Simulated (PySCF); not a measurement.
Isomers of C5H10O, mass 86.073 u with the commonest isotopes. The calculation used PBE0-D3(BJ)/def2-SVP geometry optimisation, gas phase in PySCF 2.14.0. One conformer each, none proved a minimum here; rigid rotors.

Task: Order these by rotational constant B, largest first.
A. `[CH2:1]=[CH:2][CH2:3][O:4][CH2:5][CH3:6]` with C1–C2–C3–O4 -133°, C2–C3–O4–C5 -176°, C3–O4–C5–C6 179°
B. `[CH3:1]/[CH:2]=[C:3](\[CH3:4])[O:5][CH3:6]` with C2–C3–O5–C6 0°
C. `[CH3:1]/[CH:2]=[CH:3]/[C@H:4]([CH3:5])[OH:6]` with C2–C3–C4–C5 -121°, C3–C4–O6–H -53°
D. `[CH3:1][CH2:2][CH2:3][C:4]([CH3:5])=[O:6]` with C1–C2–C3–C4 179°, C2–C3–C4–C5 178° (methyl propyl ketone)
E. `[CH2:1]=[CH:2][CH2:3][C@@H:4]([CH3:5])[OH:6]` with C1–C2–C3–C4 102°, C2–C3–C4–C5 180°, C3–C4–O6–H 46°

Result: B (2590 MHz), E (2127 MHz), D (1802 MHz), C (1725 MHz), A (1388 MHz).

Task: Order these by radius of gyration √(Σ m r²/M), smallest first.
A. `[CH2:1]=[CH:2][CH2:3][O:4][CH2:5][CH3:6]` with C1–C2–C3–O4 -133°, C2–C3–O4–C5 -176°, C3–O4–C5–C6 179°
B. `[CH3:1][CH2:2][CH2:3][C:4]([CH3:5])=[O:6]` with C1–C2–C3–C4 179°, C2–C3–C4–C5 178° (methyl propyl ketone)
C. `[CH3:1]/[CH:2]=[C:3](\[CH3:4])[O:5][CH3:6]` with C2–C3–O5–C6 0° (trans-2-methoxy-2-butene)
D. `[CH3:1]/[CH:2]=[CH:3]/[C@H:4]([CH3:5])[OH:6]` with C2–C3–C4–C5 -121°, C3–C4–O6–H -53° (3-penten-2-ol)
E. `[CH2:1]=[CH:2][CH2:3][C@@H:4]([CH3:5])[OH:6]` with C1–C2–C3–C4 102°, C2–C3–C4–C5 180°, C3–C4–O6–H 46°

Result: C (1.816 Å), E (1.840 Å), B (1.970 Å), D (1.999 Å), A (2.118 Å).

Task: Order these by rotational constant C, smallest first.
A. `[CH2:1]=[CH:2][CH2:3][C@@H:4]([CH3:5])[OH:6]` with C1–C2–C3–C4 102°, C2–C3–C4–C5 180°, C3–C4–O6–H 46° (4-penten-2-ol)
B. `[CH3:1]/[CH:2]=[CH:3]/[C@H:4]([CH3:5])[OH:6]` with C2–C3–C4–C5 -121°, C3–C4–O6–H -53°
C. `[CH2:1]=[CH:2][CH2:3][O:4][CH2:5][CH3:6]` with C1–C2–C3–O4 -133°, C2–C3–O4–C5 -176°, C3–O4–C5–C6 179°

Result: C (1345 MHz), B (1533 MHz), A (1825 MHz).

```
         SMILES  point group  Ia (u·Å²)  Ib (u·Å²)  Ic (u·Å²)      κ  μa (D)  μb (D)  μc (D)
C/C=C/[C@H](C)O           C1      65.44     293.03     329.69  -0.94    1.74    0.06    0.61
      CCCC(C)=O            –      59.95     280.50     327.93  -0.92    0.34    2.64    0.00
        C=CCOCC           C1      32.75     364.09     375.70  -0.99    0.28    1.10    0.13
 C=CC[C@@H](C)O           C1      68.33     237.56     276.98  -0.89    1.00    1.06    0.51
    C/C=C(\C)OC      near Cs      93.54     195.11     279.09  -0.57    0.07    0.57    0.03
```
